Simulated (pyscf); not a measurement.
H₃Si–AsH• + silyl (SiH₃•) → AsH [triplet] + disilane (H₃Si–SiH₃), a substitution at Si (triplet surface; As–Si broken, Si–Si formed). PySCF, gas phase, ωB97X-D3(BJ)/def2-SVP geometries. Energies in kcal/mol from the separated reactants.

Small-basis levels: PySCF, no dispersion term, spherical d functions. Open shells are spin-unrestricted. 

Q: In single points B3LYP/LANL2DZ puts the saddle at 9.4 kcal/mol and the reaction energy at -20.1 kcal/mol. Should these be trusted to within a few kcal/mol? Compare with ωB97M-D3(BJ)/def2-TZVP.

A: ωB97M-D3(BJ)/def2-TZVP gives ΔE‡ = 4.0 kcal/mol and ΔE = -15.9 kcal/mol. B3LYP/LANL2DZ lies 5.4 kcal/mol over it in the barrier and 4.1 kcal/mol under it in the reaction energy, so on this step it does not hold to within 3.0 kcal/mol. ωB97M-D3(BJ)/def2-TZVP has limits of its own. H₃Si–AsH• + SiH₃• also meet on a surface of lower spin, which isn't treated here. One saddle was located; it need not be the lowest between these sides. The angle at the attacked Si is 178°. In the def2 sets elements up to Kr have no core potential.
